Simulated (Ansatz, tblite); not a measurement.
**The cluster Al4−: a ladder of methods and basis sets**

One table from this session's results is given with a row withheld; the runs are named, their logs left out.

Program: Ansatz 0.2.0, Gaussian basis. Level of theory: as each input shows. These are calculated values, not measurements.

Plan: GFN1-xTB, GFN2-xTB, PBE-D4/def2-TZVPD, r2SCAN-D4/def2-TZVPD, HF/def2-TZVPD, B97M-V/def2-TZVPD, PBE-QIDH/def2-TZVPD, CAM-B3LYP-D4/def2-TZVPD, HSE06-D4/def2-TZVPD, PBE-D4/def2-SVPD, PBE0-D4/def2-SVPD, HF/STO-3G, HF/6-31G, B3LYP-D4/6-31G, CCSD(T)/def2-TZVPPD, MP2/def2-TZVPD, RPA/def2-TZVPD.

1 further run of the same task is left out (it didn't finish). Runs told in other sessions of the task aren't counted.

## The structure

The geometry is that of the doublet, from an earlier relaxation (PBE-D4/def2-TZVPD). At that level it is the lowest of the isomers that a small search found.

4 atoms, charge -1, spin multiplicity 2.

Bond lengths: Al1–Al3 2.567 Å, Al1–Al4 2.568 Å, Al2–Al3 2.568 Å, Al2–Al4 2.567 Å. Angles: Al3–Al1–Al4 102.7°, Al3–Al2–Al4 102.7°, Al1–Al3–Al2 77.3°, Al1–Al4–Al2 77.3°.

The ion is computed in the gas phase, without counter-ions or solvent.

PBE0-D4/def2-TZVPD was run before; its log isn't repeated, and its numbers join the tables.

Set-up of the first run:

Tight binding, by tblite at 300 K electronic temperature and without a spin-polarisation term:

```python
tblite.interface.Calculator('GFN1-xTB', numbers, positions, charge=-1, uhf=1).singlepoint()
```

Tight binding, by tblite at 300 K electronic temperature and without a spin-polarisation term:

```python
tblite.interface.Calculator('GFN2-xTB', numbers, positions, charge=-1, uhf=1).singlepoint()
```

start.molden holds the orbitals of an earlier run on this state, given as this run's starting guess.

in.yaml reads:

```yaml
crystal:
  periodic: [false, false, false]
  atoms:
    - {symbol: Al, position_ang: [-1.582465, 0.262703, 0.021257]}
    - {symbol: Al, position_ang: [1.582497, -0.262708, -0.021262]}
    - {symbol: Al, position_ang: [-0.328139, -1.977132, 0.044452]}
    - {symbol: Al, position_ang: [0.328108, 1.977137, -0.044447]}
basis:
  gaussian: {orbitals: def2-TZVPD, initial_orbitals: start.molden}
total_charge: -1
magnetization: {spin_polarized: true, initial_magnetization: 1}
hamiltonian: {xc: pbe, dispersion: d4}
scf: {omitted_lower_state_checks: [starts]}
output: {forces: true, orbitals: {seedname: orbitals}}
```

Started as:

```
> ansatz run in.yaml --threads 4 --pin off --events-out ev --progress --plain --max-ram 3916MiB
```

Steps of the session up to this table: PBE-D4/def2-TZVPD; r2SCAN-D4/def2-TZVPD; HF/def2-TZVPD; B97M-V/def2-TZVPD; PBE-QIDH/def2-TZVPD; CAM-B3LYP-D4/def2-TZVPD; HSE06-D4/def2-TZVPD; PBE-D4/def2-SVPD; PBE0-D4/def2-SVPD; HF/STO-3G; HF/6-31G; B3LYP-D4/6-31G; CCSD(T)/def2-TZVPPD; MP2/def2-TZVPD; RPA/def2-TZVPD.

One of the session's tables, all rows but one given; the rest of the session is left out.

```
                  level  HOMO (eV)  LUMO (eV)  gap (eV)
              HF/STO-3G       7.25      14.27      7.01
               HF/6-31G      -1.98       3.80      5.78
          HF/def2-TZVPD      -1.96       3.53      5.49
       PBE-D4/def2-SVPD      -0.09       0.24      0.33
      PBE-D4/def2-TZVPD      -0.08       0.26      0.34
   r2SCAN-D4/def2-TZVPD      -0.26       0.51      0.77
      B97M-V/def2-TZVPD      -0.15       0.28      0.43
         B3LYP-D4/6-31G          ?          ?         ?
      PBE0-D4/def2-SVPD      -0.78       0.88      1.66
     PBE0-D4/def2-TZVPD      -0.78       0.90      1.68
    HSE06-D4/def2-TZVPD      -0.42       0.55      0.97
CAM-B3LYP-D4/def2-TZVPD      -1.44       1.80      3.24
```

Q: Estimate the row for B3LYP-D4/6-31G from the others.

As computed: HOMO (eV): -0.51; LUMO (eV): 0.83; gap (eV): 1.34. In the column «HOMO (eV)» it lies between PBE0-D4/def2-TZVPD (-0.78) and HSE06-D4/def2-TZVPD (-0.42).

Caveats from the session: Doubts: large T1 diagnostic, spin contamination. Notes on CCSD(T)/def2-TZVPPD: large T1 diagnostic, spin contamination. The anion's highest level is positive in at least one run, so there the basis alone may hold the extra electron.
